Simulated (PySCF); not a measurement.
**One shape, several levels: singlet [SiHCl2]+**

Aim: a comparison of 3 runs (BCCD(T)/STO-3G, CCSDT(Q)/STO-3G, QCISD(T)/STO-3G) of singlet [SiHCl2]+. The job is set up through a Python script.

Program for the calculation: PySCF 2.14.0.

4 further runs of the same task are left out: 4 set aside as unsound or not needed.

## Step 1: The system as given

[SiHCl2]+: 4 atoms, total charge +1, spin state singlet. SMILES of the parent species: `Cl[SiH]Cl`. The shape is that of a PBE0-D4/def2-TZVP optimisation. That shape belongs to the parent species and isn't relaxed for this state.

Bond lengths: Cl1–Si2 2.047 Å, Si2–Cl3 2.047 Å, Si2–H4 1.488 Å. Angles: Cl1–Si2–Cl3 110.2°, Cl1–Si2–H4 108.0°, Cl3–Si2–H4 108.0°.

## Step 2: The energy at BCCD(T)/STO-3G (run 1)

run.py reads:

```python
from pyscf import gto, cc
from pyscf.cc.bccd import bccd_kernel_

system = gto.M(
    atom='''
Cl      -1.646600       0.177800       0.889400
Si       0.187600      -0.414200       0.200000
Cl       0.250900      -0.281300      -1.841700
H        1.208200       0.517700       0.752400
''',
    basis='sto-3g',
    max_memory=1860,
    charge=1,
    verbose=3,
    spin=0,
)

mf = system.RHF()
mf.conv_tol = 1e-10
mf.kernel()
if not mf.converged:
    mf = mf.newton().run(mf.mo_coeff, mf.mo_occ)

mycc = cc.CCSD(mf, frozen=15).run()
mycc = bccd_kernel_(mycc, diis=True)
e_t = mycc.ccsd_t()
e_tot = mycc.e_tot + e_t
print('E(%s) = %.9f' % ('BCCD(T)', e_tot))
```

Started as:

```console
$ OMP_NUM_THREADS=1 python run.py
```

Standard output:

```text
converged SCF energy = -1195.12242536153
E(CCSD) = -1195.203429848995  E_corr = -0.08100448746403199
BCCD loop starts.

[... 25 lines left out ...]
CCSD converged
[... 24 lines left out ...]
CCSD converged
[... 22 lines left out ...]
CCSD converged
[... 3 lines left out ...]
******** <class 'pyscf.cc.ccsd.CCSD'> ********
CC2 = 0
CCSD nocc = 9, nmo = 13
frozen orbitals 15
max_cycle = 50
direct = 0
conv_tol = 1e-07
conv_tol_normt = 1e-05
diis_space = 6
diis_start_cycle = 0
diis_start_energy_diff = 1e+09
Init E_corr(CCSD) = -0.085722192678672
cycle = 1  E_corr(CCSD) = -0.0857216353774328  dE = 5.57301239e-07  norm(t1,t2) = 2.58146e-05
cycle = 2  E_corr(CCSD) = -0.085722022737412  dE = -3.87359979e-07  norm(t1,t2) = 6.20964e-06
cycle = 3  E_corr(CCSD) = -0.0857219489954944  dE = 7.37419176e-08  norm(t1,t2) = 3.40308e-06
CCSD converged
E(CCSD) = -1195.202049868471  E_corr = -0.08572194899549437
BCC iter:    3  E:   -1195.202049868471  dE:   -1.125e-07  |t1|:    4.874e-06
CCSD(T) correction = -0.00569007848635895
E(BCCD(T)) = -1195.207739947
```

It took 1.1 s on 1 thread of Arm Neoverse V1, shared host; peak memory 0.12 GiB.

## Step 3: A single-point energy at CCSDT(Q)/STO-3G (run 2)

start.xyz reads:

```xyz
4
Cl2HSi
Cl    -1.646600     0.177800     0.889400
Si     0.187600    -0.414200     0.200000
Cl     0.250900    -0.281300    -1.841700
H      1.208200     0.517700     0.752400
```

run.py reads:

```python
from pyscf import gto, scf, cc

mol = gto.M(
    atom='start.xyz',
    max_memory=1860,
    basis='sto-3g',
    verbose=4,
    charge=1,
)

mf = scf.RHF(mol)
mf.conv_tol = 1e-10
mf.kernel()
if not mf.converged:
    mf = mf.newton().run(mf.mo_coeff, mf.mo_occ)

mycc = cc.CCSDT(mf, frozen=15)
mycc.kernel()
e_bracket, e_q = mycc.ccsdt_q()
energy = mycc.e_tot + e_q
print('E = %.10f Eh' % energy)
```

Started as:

```console
$ OMP_NUM_THREADS=1 python run.py
```

Standard output:

```text
PySCF version 2.14.0

[INPUT] num. atoms = 4
[INPUT] num. electrons = 48
[INPUT] charge = 1
[INPUT] spin (= nelec alpha-beta = 2S) = 0
[INPUT] symmetry False subgroup None
[INPUT] Mole.unit = angstrom
[INPUT] Symbol           X                Y                Z      unit          X                Y                Z       unit  Magmom
[INPUT]  1 Cl    -1.646600000000   0.177800000000   0.889400000000 AA   -3.111623036709   0.335993304948   1.680722415188 Bohr   0.0
[INPUT]  2 Si     0.187600000000  -0.414200000000   0.200000000000 AA    0.354512620968  -0.782724560795   0.377945224913 Bohr   0.0
[INPUT]  3 Cl     0.250900000000  -0.281300000000  -1.841700000000 AA    0.474132284653  -0.531579958840  -3.480308603611 Bohr   0.0
[INPUT]  4 H      1.208200000000   0.517700000000   0.752400000000 AA    2.283167103700   0.978311214687   1.421829936123 Bohr   0.0

nuclear repulsion = 179.837223242451
number of shells = 16
number of NR pGTOs = 84
number of NR cGTOs = 28
basis = sto-3g
ecp = {}

[... 39 lines left out ...]
converged SCF energy = -1195.12242536153
[... 16 lines left out ...]
WARN: A large `blksize` is being used, which may cause large memory consumption
[... 12 lines left out ...]
Init t2, MP2 energy = -1195.184428934348  E_corr(MP2) -0.062003572816
[... 19 lines left out ...]
RCCSDT converged
[... 5 lines left out ...]
E = -1195.2091556083 Eh
```

Wall time 3 s (1 thread of Arm Neoverse V1, shared host); peak memory 0.11 GiB.

## Step 4: A single-point energy at QCISD(T)/STO-3G (run 3)

job.py reads:

```python
from pyscf import gto, cc

molecule = gto.Mole()
molecule.atom = '''
Cl    -1.646600     0.177800     0.889400
Si     0.187600    -0.414200     0.200000
Cl     0.250900    -0.281300    -1.841700
H      1.208200     0.517700     0.752400
'''
molecule.charge = 1
molecule.spin = 0
molecule.basis = 'sto-3g'
molecule.max_memory = 1860
molecule.verbose = 4
molecule.build()

mf = molecule.RHF()
mf.conv_tol = 1e-10
mf.kernel()
if not mf.converged:
    mf = mf.newton().run(mf.mo_coeff, mf.mo_occ)

mycc = cc.QCISD(mf, frozen=15)
mycc.kernel()
e_t = mycc.qcisd_t()
energy = mycc.e_tot + e_t
print('Final energy', energy)
```

Started as:

```console
$ OMP_NUM_THREADS=1 python job.py
```

Standard output:

```text
PySCF version 2.14.0

[INPUT] num. atoms = 4
[INPUT] num. electrons = 48
[INPUT] charge = 1
[INPUT] spin (= nelec alpha-beta = 2S) = 0
[INPUT] symmetry False subgroup None
[INPUT] Mole.unit = angstrom
[INPUT] Symbol           X                Y                Z      unit          X                Y                Z       unit  Magmom
[INPUT]  1 Cl    -1.646600000000   0.177800000000   0.889400000000 AA   -3.111623036709   0.335993304948   1.680722415188 Bohr   0.0
[INPUT]  2 Si     0.187600000000  -0.414200000000   0.200000000000 AA    0.354512620968  -0.782724560795   0.377945224913 Bohr   0.0
[INPUT]  3 Cl     0.250900000000  -0.281300000000  -1.841700000000 AA    0.474132284653  -0.531579958840  -3.480308603611 Bohr   0.0
[INPUT]  4 H      1.208200000000   0.517700000000   0.752400000000 AA    2.283167103700   0.978311214687   1.421829936123 Bohr   0.0

nuclear repulsion = 179.837223242451
number of shells = 16
number of NR pGTOs = 84
number of NR cGTOs = 28
basis = sto-3g
ecp = {}

[... 39 lines left out ...]
converged SCF energy = -1195.12242536153
[... 11 lines left out ...]
Init t2, MP2 energy = -1195.18442893435  E_corr(MP2) -0.0620035728159726
[... 15 lines left out ...]
QCISD converged
[... 2 lines left out ...]
Final energy -1195.2089234127457
```

Run time: 0.86 s. Hardware: 1 thread of Arm Neoverse V1, shared host; peak memory 0.12 GiB.

## Step 5: All runs side by side

```
run            level   energy (Eh)  correlation energy (mEh)  (T) correction (mEh)  wall time
  1   BCCD(T)/STO-3G  -1195.207740                     -85.3                 -5.69      1.1 s
  2  CCSDT(Q)/STO-3G  -1195.209156                     -86.7                     –        3 s
  3  QCISD(T)/STO-3G  -1195.208923                     -86.5                 -3.33     0.86 s
```

## Step 6: What came out

```
                                           quantity           value
                                run 3: total energy  -1195.20892 Eh
         run 3: HOMO energy (Hartree–Fock orbitals)       -17.88 eV
         run 3: LUMO energy (Hartree–Fock orbitals)        -6.91 eV
       run 3: HOMO–LUMO gap (Hartree–Fock orbitals)        10.97 eV
run 3: correlation energy (15 core orbitals frozen)       -86.5 mEh
                              run 3: (T) correction       -3.33 mEh
                               run 3: T1 diagnostic           0.026
```

What this shows: In runs 1, 2, 3 the basis is minimal, so the values are rough. All runs together took 5 s, the longest 3 s.
